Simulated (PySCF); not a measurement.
## `CSC`: ΔSCF against reference XPS values

Measured values to reproduce (core binding energies): S 1s of S2 2477.42 eV [1]. Sources and the comparison follow the method.

Species: C₂H₆S.
Numbering: `[CH3:1][S:2][CH3:3]`

Geometry (PBE0-D3(BJ)/def2-TZVP, Å), atoms numbered from 1 in this order:
```
atom  x, y, z in Å
C1    -1.3533   -0.1246    0.0711
S2     0.0661   -1.1136   -0.4084
C3     1.3683    0.0815   -0.0931
H4    -1.4397    0.7685   -0.5510
H5    -2.2417   -0.7401   -0.0728
H6    -1.2948    0.1649    1.1224
H7     2.3149   -0.3940   -0.3508
H8     1.2434    0.9723   -0.7122
H9     1.3940    0.3676    0.9603
```

Computed, not measured: PySCF 2.14.0, delta-SCF UKS SCAN, pcX-3 on the ionised atom, pcseg-2 elsewhere, spin-free X2C. Each binding energy is the total energy of the core-ionised species, with the hole localised on one atom, minus that of the ground state; both are solved self-consistently, so orbital relaxation is included.

```csv
atom,environment,level,this calculation (eV),reference (eV),difference (eV),source
S2,sulfide sulfur,S 1s,2476.95,2477.42,-0.47,[1]
```

[1] measured, gas; Besley, J. Chem. Theory Comput. 2021, 17, 3644 (DFT calculations of core-electron binding energies at the K-edge of heavier elements)

Problem. How far is it from the measured entries?

Solution. The one measured value differs by -0.47 eV, too little evidence for a typical error. The calculation is vertical and has no vibrational structure, and measured positions depend on the energy calibration.

Problem. What does the calculation give for the levels without a reference value here?

Solution. C1/C3 C 1s 291.12 eV.

The first atom of each set that the bonding makes equivalent was ionised and stands for the set. Not every level is listed. Isolated species at its PBE0-D3(BJ)/def2-TZVP geometry, gas phase.

On one thread of an Arm Neoverse V2, shared host with 32 logical CPUs at a one-minute load of 17, this took 22 s of wall time and 0.88 GiB of memory at its peak.
